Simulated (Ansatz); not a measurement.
A run on CH3NOS2, SMILES `NC1(O)SS1` with other settings.

```yaml
crystal:
  periodic: [false, false, false]
  atoms:
    - {symbol: N, position_ang: [0.163233, 0.482689, 0.828252]}
    - {symbol: C, position_ang: [-0.053942, -0.145429, -0.286321]}
    - {symbol: O, position_ang: [0.002694, -1.390937, -0.127695]}
    - {symbol: S, position_ang: [-1.255255, 0.507175, -1.241093]}
    - {symbol: S, position_ang: [0.593566, 0.345855, -1.743378]}
    - {symbol: H, position_ang: [1.025750, 0.317316, 1.141203]}
    - {symbol: H, position_ang: [0.022892, 1.397332, 0.740574]}
    - {symbol: H, position_ang: [-0.414205, -1.566440, 0.636937]}
basis:
  gaussian: {orbitals: aug-cc-pVTZ, fitting: {mean_field: def2-universal-jkfit}}
hamiltonian: {xc: {name: rPW86-PBE}, dispersion: d3bjatm}
```

```sh
$ ansatz run in.yaml --threads 2 --pin off --events-out ev --progress --plain --max-ram 4352MiB
```

Output, abridged:

```
Functional definition: rPW86-PBE
539 factors; integrals over basis functions are off by at most 7.9e-1 eV
mean field evaluation 1: about -26303.1747 eV, gradient 1.0e2 eV
mean field evaluation 2: about -26113.1242 eV, gradient 2.6e2 eV
mean field evaluation 4: about -26319.7896 eV, gradient 2.8e1 eV
mean field evaluation 8: about -26321.4576 eV, gradient 3.8e-1 eV
mean field evaluation 16: about -26321.4574 eV, gradient 3.0e-4 eV
mean field -26321.45742561 eV, -967.2957190664 hartree, gradient 1.2e-5 eV, S^2 0.000000; 0 other end points of the search recorded, 0 dependent functions left out
reference -26321.45756226 eV, -967.2957240884 hartree; 28, 28 occupied and 279, 279 virtual orbitals, 539 factors
Total energy: -26321.68662999 eV, -967.3041421721 hartree
```

It took 10 s on 2 threads of an Arm Neoverse V2 on a shared host, with 0.5 GiB of host memory at the peak.
